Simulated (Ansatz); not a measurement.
**Counterpoise correction, worked out**

The pair of HCl (SMILES Cl, atoms 1–2) and CH3Cl (SMILES CCl, atoms 3–7), both closed shells, in one local arrangement (a lower one may exist), relaxed at PBE0-D4/def2-TZVP:

Cl1  (-0.054, -0.679, -2.594)
H2  (0.235, 0.444, -3.135)
C3  (-0.042, -0.001, 1.009)
Cl4  (0.026, 0.590, 2.681)
H5  (-0.810, 0.551, 0.474)
H6  (-0.283, -1.061, 1.024)
H7  (0.928, 0.156, 0.543)
(Å)

Computed with Ansatz 0.2.0 (basis: def2-TZVPPD); correlated methods freeze the cores.

MP2 total energies in eV:

| system | geometry | basis functions | energy |
| --- | --- | --- | --- |
| pair | pair | all | -26118.13650 |
| HCl | as in the pair | all (partner as ghosts) | -12525.54479 |
| CH3Cl | as in the pair | all (partner as ghosts) | -13592.55727 |
| HCl | as in the pair | its own | -12525.53698 |
| CH3Cl | as in the pair | its own | -13592.55189 |
| HCl | free (PBE0-D4 minimum) | its own | -12525.53710 |
| CH3Cl | free (PBE0-D4 minimum) | its own | -13592.55176 |

Question: Work out the interaction energy with and without the counterpoise correction, the superposition error, and the binding energy from the relaxed fragments.

Answer: Without correction: -26118.13650 − (-12525.53698) − (-13592.55189) = -0.04763 eV.
With correction (each fragment in the whole basis): -26118.13650 − (-12525.54479) − (-13592.55727) = -0.03444 eV = -0.79 kcal/mol.
The superposition error is the difference, 0.01319 eV, 28 % of the uncorrected value: each fragment borrows its partner's functions.
Deformation from the free shapes: 0.00012 eV for HCl and -0.00013 eV for CH3Cl (a small negative value is possible, since the free shapes are minima of another method).
Binding energy from relaxed fragments: -0.03444 + 0.00012 + (-0.00013) = -0.03445 eV = -0.79 kcal/mol (electronic, without zero-point energy; negative means bound). For comparison, the corrected interaction energy by CCSD(T) at an estimated basis limit (MP2 extrapolated from triple and quadruple zeta, plus CCSD(T) − MP2 in triple zeta) is -0.038 eV.

T1 diagnostic: at most 0.008.

For scale, one of the runs: CCSD(T)/def2-TZVPPD, 207 basis functions, launched by `ansatz run in.yaml --threads 2 --pin off --events-out ev --progress --plain --max-ram 5222MiB`. Time: 37 s of wall clock on 2 CPU threads; the host was shared. Peak host memory: 2.6 GiB.
